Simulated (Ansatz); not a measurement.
# Ag (model structure, started from the beta-Sn type, I4₁/amd, No. 141, 2 atoms in the cell): properties by level of theory

| level (code) | lattice parameter a (Å) | lattice parameter c (Å) |
|---|---|---|
| PBE (Ansatz) | … | 2.785 |
| PBEsol (Ansatz) | 5.199 | … |
| PBE-D3(BJ) (Ansatz) | 5.229 | 2.739 |
| r²SCAN (Ansatz) | … | … |

### Question
What belongs in the gaps?

### Answer

- PBE (Ansatz, a quantum-chemistry and plane-wave program), lattice parameter a (Å): 5.326
- PBEsol (Ansatz), lattice parameter c (Å): 2.721
- r²SCAN (Ansatz), lattice parameter a (Å): 5.264
- r²SCAN (Ansatz), lattice parameter c (Å): 2.753

Ansatz's density-functional and Hartree–Fock values are scalar-relativistic unless marked +SOC, with PAW data made under PBE.

Computed values are for the static lattice.

A model structure was made by putting elements into a prototype or built by hand; it is no filed structure, need not be a known phase, and can be a saddle point held by its symmetry.
